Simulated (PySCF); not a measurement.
Methylsilylchloride, CH5ClSi.
SMILES: `C[SiH2]Cl`

Method: EOM-IP-CCSD/aug-cc-pVDZ in PySCF, restricted Hartree–Fock reference, frozen core, non-relativistic, gas phase, PBE0-D3(BJ)/def2-SVP geometry.

Hartree–Fock orbital energies give these Koopmans values (eV): HOMO 11.94, HOMO-1 12.03, HOMO-2 13.62, HOMO-3 13.83, HOMO-4 13.90, HOMO-5 15.72, HOMO-6 15.76, HOMO-7 19.11.

What vertical ionisation energies does EOM-IP-CCSD give?

```json
{"leading hole (HF orbital)": "HOMO", "Koopmans (eV)": "11.94", "EOM-IP-CCSD (eV)": "11.13", "change (eV)": "-0.81", "one-hole share": "0.95"}
{"leading hole (HF orbital)": "HOMO-1", "Koopmans (eV)": "12.03", "EOM-IP-CCSD (eV)": "11.28", "change (eV)": "-0.75", "one-hole share": "0.95"}
{"leading hole (HF orbital)": "HOMO-2", "Koopmans (eV)": "13.62", "EOM-IP-CCSD (eV)": "12.73", "change (eV)": "-0.89", "one-hole share": "0.95"}
{"leading hole (HF orbital)": "HOMO-3", "Koopmans (eV)": "13.83", "EOM-IP-CCSD (eV)": "13.00", "change (eV)": "-0.83", "one-hole share": "0.95"}
{"leading hole (HF orbital)": "HOMO-4", "Koopmans (eV)": "13.90", "EOM-IP-CCSD (eV)": "13.10", "change (eV)": "-0.80", "one-hole share": "0.95"}
{"leading hole (HF orbital)": "HOMO-5", "Koopmans (eV)": "15.72", "EOM-IP-CCSD (eV)": "14.79", "change (eV)": "-0.93", "one-hole share": "0.95"}
{"leading hole (HF orbital)": "HOMO-6", "Koopmans (eV)": "15.76", "EOM-IP-CCSD (eV)": "14.82", "change (eV)": "-0.94", "one-hole share": "0.95"}
{"leading hole (HF orbital)": "HOMO-7", "Koopmans (eV)": "19.11", "EOM-IP-CCSD (eV)": "17.62", "change (eV)": "-1.49", "one-hole share": "0.89"}
```

Does the order of the lines follow the orbital energies?

Yes, no two lines change places. The corrections run from -1.49 to -0.75 eV, with a mean of -0.93 eV over the 8 lines; no line lies above its Koopmans value.

At what kinetic energies would He II light (40.81 eV) eject these electrons?

29.68 eV (HOMO), 29.53 eV (HOMO-1), 28.08 eV (HOMO-2), 27.81 eV (HOMO-3), 27.71 eV (HOMO-4), 26.02 eV (HOMO-5), 25.99 eV (HOMO-6), 23.19 eV (HOMO-7).

What total energy has the lowest final state, and which wavelength reaches it?

E(CCSD) + ionisation energy = -789.73296 + 0.40917 = -789.32379 Eh, at the geometry of the initial state. The threshold wavelength is 1239.84 eV nm/11.13 eV = 111.4 nm.

Lines less than 0.15 eV apart could change places at a higher level. One root was sought for each valence orbital with −ε under 21 eV, eight at most, so deeper holes and satellites are missing; no vibrational structure.
